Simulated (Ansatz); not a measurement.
C2H5O (`CC[O]`) radical. The species carries charge 0 and has multiplicity 2.

```xyz
8

C     0.506   -0.320   -0.516
C    -0.453    0.282    0.491
O    -1.375    1.141   -0.008
H     1.209   -0.998   -0.026
H     1.076    0.465   -1.016
H    -0.041   -0.881   -1.276
H     0.084    0.813    1.302
H    -1.006   -0.501    1.048
```

**Question.** Give the diagnostics of a CCSD(T)/def2-TZVPP run (frozen core, Ansatz). (Best estimate.)

**Answer.** The calculation gave: T1 = 0.0179, largest single amplitude 0.067, largest double 0.016, (T) share of the correlation energy 3.3 %, 12 CCSD cycles. ⟨S²⟩ of the UHF reference is 0.760 against 0.75 for a pure state. T1 lies under the customary mark of 0.045 for open shells.
